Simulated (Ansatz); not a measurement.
## Other spins and charges of HSi–GeH$_{3}$, singlet at one geometry

Geometry (PBE0/def2-TZVP stationary point for this spin, not checked as a minimum):

```yaml
atoms:
  - { symbol: Si, position_ang: [-0.0007, -0.0931, 1.7691] }
  - { symbol: Ge, position_ang: [-0.0001, 0.0132, -0.6582] }
  - { symbol: H, position_ang: [0.0020, 1.4326, 1.8041] }
  - { symbol: H, position_ang: [-0.0315, -1.3611, -1.3540] }
  - { symbol: H, position_ang: [1.2699, 0.7478, -1.1427] }
  - { symbol: H, position_ang: [-1.2124, 0.8215, -1.1701] }
```

Basis cc-pVDZ; Ansatz 0.2.0. Correlated methods freeze the noble-gas cores and the filled d shells of p-block atoms. R marks a restricted (for open shells ROHF) determinant, U an unrestricted one. No spin–orbit coupling is included, and no scalar relativity.

Gaps are energies of the second state less the first, at fixed atoms, for a selection of the levels run; each method lands on the state that its own search finds for that charge and spin.

Unrestricted rows (U, and Kohn–Sham where it breaks symmetry) aren't spin-pure: their determinants' ⟨S²⟩ exceeds S(S+1) by up to 0.45, so they mix in states of higher spin. A value is left out where its run failed or describes another state than the reference as far as symmetry and spin tell, or, spin-broken singlets apart, can't be checked.

Removing an electron, to the doublet: 8.622 eV at UCCSDT(Q).

```json
{"level": "UHF", "gap (eV)": "7.943", "error (meV)": "-679", "⟨S²⟩ where 0.1 over S(S+1) (first / second)": "0.45 / –"}
{"level": "UMP2", "gap (eV)": "8.388", "error (meV)": "-234", "⟨S²⟩ where 0.1 over S(S+1) (first / second)": "0.45 / –"}
{"level": "CISD", "gap (eV)": "8.481", "error (meV)": "-141", "⟨S²⟩ where 0.1 over S(S+1) (first / second)": "– / –"}
{"level": "UCCSD", "gap (eV)": "8.591", "error (meV)": "-31", "⟨S²⟩ where 0.1 over S(S+1) (first / second)": "0.45 / –"}
{"level": "UCCSD(T)", "gap (eV)": "8.614", "error (meV)": "-8", "⟨S²⟩ where 0.1 over S(S+1) (first / second)": "0.45 / –"}
{"level": "BCCD(T)", "gap (eV)": "8.625", "error (meV)": "3", "⟨S²⟩ where 0.1 over S(S+1) (first / second)": "– / –"}
{"level": "UCCSDT", "gap (eV)": "8.619", "error (meV)": "-3", "⟨S²⟩ where 0.1 over S(S+1) (first / second)": "0.45 / –"}
{"level": "PBE", "gap (eV)": "8.613", "error (meV)": "-9", "⟨S²⟩ where 0.1 over S(S+1) (first / second)": "– / –"}
{"level": "r2SCAN", "gap (eV)": "8.666", "error (meV)": "44", "⟨S²⟩ where 0.1 over S(S+1) (first / second)": "0.24 / –"}
{"level": "PBE0", "gap (eV)": "8.687", "error (meV)": "65", "⟨S²⟩ where 0.1 over S(S+1) (first / second)": "– / –"}
{"level": "B3LYP", "gap (eV)": "8.726", "error (meV)": "104", "⟨S²⟩ where 0.1 over S(S+1) (first / second)": "– / –"}
{"level": "wB97M-V", "gap (eV)": "8.755", "error (meV)": "133", "⟨S²⟩ where 0.1 over S(S+1) (first / second)": "– / –"}
{"level": "B2PLYP", "gap (eV)": "8.608", "error (meV)": "-14", "⟨S²⟩ where 0.1 over S(S+1) (first / second)": "0.10 / –"}
{"level": "PBE-QIDH", "gap (eV)": "8.678", "error (meV)": "56", "⟨S²⟩ where 0.1 over S(S+1) (first / second)": "0.27 / –"}
{"level": "RPA-PBE", "gap (eV)": "8.769", "error (meV)": "147", "⟨S²⟩ where 0.1 over S(S+1) (first / second)": "– / –"}
```

Triplet less singlet: 0.941 eV at UCCSDT(Q).

```json
{"level": "UHF", "gap (eV)": "0.520", "error (meV)": "-421", "⟨S²⟩ where 0.1 over S(S+1) (first / second)": "0.45 / –"}
{"level": "UMP2", "gap (eV)": "0.667", "error (meV)": "-274", "⟨S²⟩ where 0.1 over S(S+1) (first / second)": "0.45 / –"}
{"level": "CISD", "gap (eV)": "0.814", "error (meV)": "-127", "⟨S²⟩ where 0.1 over S(S+1) (first / second)": "– / –"}
{"level": "UCCSD", "gap (eV)": "0.920", "error (meV)": "-21", "⟨S²⟩ where 0.1 over S(S+1) (first / second)": "0.45 / –"}
{"level": "PBE", "gap (eV)": "0.883", "error (meV)": "-58", "⟨S²⟩ where 0.1 over S(S+1) (first / second)": "– / –"}
{"level": "r2SCAN", "gap (eV)": "0.716", "error (meV)": "-225", "⟨S²⟩ where 0.1 over S(S+1) (first / second)": "0.24 / –"}
{"level": "PBE0", "gap (eV)": "0.843", "error (meV)": "-98", "⟨S²⟩ where 0.1 over S(S+1) (first / second)": "– / –"}
{"level": "wB97M-V", "gap (eV)": "1.199", "error (meV)": "258", "⟨S²⟩ where 0.1 over S(S+1) (first / second)": "– / –"}
{"level": "B2PLYP", "gap (eV)": "0.974", "error (meV)": "33", "⟨S²⟩ where 0.1 over S(S+1) (first / second)": "0.10 / –"}
{"level": "RPA-PBE", "gap (eV)": "1.036", "error (meV)": "95", "⟨S²⟩ where 0.1 over S(S+1) (first / second)": "– / –"}
```

In so small a basis the reference is far from its limit while semilocal and hybrid functionals are nearer theirs (RPA and double hybrids share part of the reference's basis error), so the functionals' errors here hold much of the reference's basis and frozen-core error, which can add to them or hide them.

Full CI isn't at hand for all of this; UCCSDT(Q) serves as the reference, and is uncertain by the last step of the cluster series or more. The frozen core follows each run's orbitals, which can shift R against U totals by a few meV for light atoms and by up to 0.1 eV past Ca.
